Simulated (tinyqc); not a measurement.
The basis set: RHF and MP2 along a ladder of basis sets, for LiH, spin multiplicity 1. Computed by the program tinyqc with PySCF. 

Geometry (angstrom):
```
atom,x,y,z
Li,0.0000,0.0000,0.0000
H,0.0000,0.0000,1.4730
```

Same geometry throughout; the dipole is taken about the origin.

RHF and frozen-core MP2 in a ladder of bases:
```
basis,functions,E(RHF) (hartree),E(MP2 corr) (hartree),HOMO (eV),LUMO (eV),dipole (debye)
sto-3g,6,-7.86307,-0.01181,-8.046,2.154,4.832
3-21g,11,-7.92580,-0.01223,-8.308,0.157,5.641
6-31g,11,-7.97561,-0.01211,-8.361,0.326,5.687
6-31g**,19,-7.97775,-0.02054,-8.346,0.326,5.654
cc-pvdz,19,-7.98070,-0.02261,-8.357,0.102,5.699
cc-pvtz,44,-7.98407,-0.02742,-8.375,0.058,5.707
```

From cc-pVDZ to cc-pVTZ the RHF energy falls by 3.4 mhartree and the correlation energy by 4.8. If valence correlation converges as X^-3, (27 E(T) - 8 E(D))/19 gives -0.0295 hartree, a rough estimate from such small X that usually falls short; STO-3G holds about 40 % of it. Beyond STO-3G the LUMO moves by 0.3 eV and the HOMO by 0.1 eV.
